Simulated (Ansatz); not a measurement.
# H2MgS2, SMILES [SH][Mg][SH]: the energy of protonation at one site

With Ansatz's Python interface.

Run as a notebook:

```python
import ansatz as az
from ase import Atoms
import numpy as np
```

```python
atoms = Atoms(["S", "Mg", "S", "H", "H"], positions=[
    [-2.3506, 0.5085, -0.4615],
    [-0.1781, 0.2428, 0.4706],
    [2.0177, -0.0608, 1.4017],
    [-1.9555, -0.0627, -1.6815],
    [2.5163, -0.7015, 0.2292],
])
mol = az.Crystal.molecule_from_ase(atoms)
```

```python
model = (
    mol.calculation()
    .basis(gaussian="cc-pVDZ")  # atom-centred Gaussian functions
    .functional("PBE0")
)
symbols = [site.symbol for site in mol.cartesian_sites]
start = np.array([site.position_ang for site in mol.cartesian_sites], dtype=float)
rep = model.relax(force_tolerance=0.01, max_steps=100).run(threads=1).report
end = np.array(rep["positions_ang"])

# put the proton on the side away from the neighbours, slightly off axis
away = sum((end[0] - end[j]) / np.linalg.norm(end[0] - end[j]) for j in [1, 3]) + np.array([0.15, 0.1, -0.2])
proton = end[0] + 1.4 * away / np.linalg.norm(away)
acid = az.Crystal.molecule()
for symbol, place in zip(symbols, end):
    acid = acid.atom(symbol, place.tolist())
acid = acid.atom("H", proton.tolist())
protonated = (
    acid.calculation()
    .basis(gaussian="cc-pVDZ")
    .functional("PBE0")
    .charge(1)
    .relax(force_tolerance=0.01, max_steps=80)  # relax until the tolerances are met
)
after = protonated.run(threads=1).report
xyz = np.array(after["positions_ang"])
reach = np.linalg.norm(xyz[:-1] - xyz[-1], axis=1)
print(f"base {rep['free_energy_ev']:.5f} eV, protonated {after['free_energy_ev']:.5f} eV")
print(f"the proton ends {reach.min():.3f} A from {symbols[reach.argmin()]}{reach.argmin()}")
print(f"electronic proton affinity {(rep['free_energy_ev'] - after['free_energy_ev']):.3f} eV")
```

    base -27139.86482 eV, protonated -27148.27063 eV
    the proton ends 1.361 A from S0
    electronic proton affinity 8.406 eV

Notes:
- Total energies depend on the basis set; only differences at equal settings carry meaning.
- The proton is put on one chosen atom, which needn't be the most basic site, so the molecule's proton affinity can be higher; the ends are stationary points, not checked by frequencies, and zero-point and thermal terms count only where printed.
- Wall time of the script: 87 s on 1 thread of Arm Neoverse V1, on a shared host, peak memory 0.21 GiB.

(A comment or docstring line of the script was reworded after the run, the code is as it ran.)
